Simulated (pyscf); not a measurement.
H₂N–NH–SiH₂• (SMILES NN[SiH2]) + H₂ (SMILES [H][H]) -> H₂N–NH₂ (SMILES NN) + SiH₃• (SMILES [SiH3]), a four-centre exchange (doublet surface; N–Si, H–H broken, H–N, H–Si formed). Optimised with ωB97X-D3(BJ)/def2-SVP in PySCF. Energies in kcal/mol from the separated reactants.

Small-basis levels: PySCF, no dispersion term, spherical d functions. Open shells are spin-unrestricted. 

In single points BP86/6-31G* puts the saddle at 42.4 kcal/mol and the reaction energy at +7.7 kcal/mol. Should these be trusted to within a few kcal/mol? Compare with ωB97M-D3(BJ)/def2-TZVP.

ωB97M-D3(BJ)/def2-TZVP gives ΔE‡ = 46.1 kcal/mol and ΔE = +6.4 kcal/mol. BP86/6-31G* lies 3.7 kcal/mol under it in the barrier and 1.3 kcal/mol over it in the reaction energy, so on this step it does not hold to within 3.0 kcal/mol. ωB97M-D3(BJ)/def2-TZVP has limits of its own. On the product side the descent ends in a complex (not fully relaxed), 5.5 kcal/mol under the separated species and 44.4 kcal/mol under the saddle at ωB97X-D3(BJ)/def2-TZVP. At the saddle there is also a short H–Si contact that neither side keeps. The same reactants have a lower exit, to NH₂• + HN=SiH₂ + H₂ (no saddle counted: cutting one bond, which may have a small barrier of its own, costs +30.2 kcal/mol at ωB97M-D3(BJ)/def2-TZVP, against +46.1 kcal/mol here). H₂N–NH–SiH₂• lies 53.8 kcal/mol over its isomer H₂N–SiH•–NH₂ (electronic energy, ωB97M-D3(BJ)/def2-TZVP). This is the saddle that the search found; another between the same sides may lie lower.
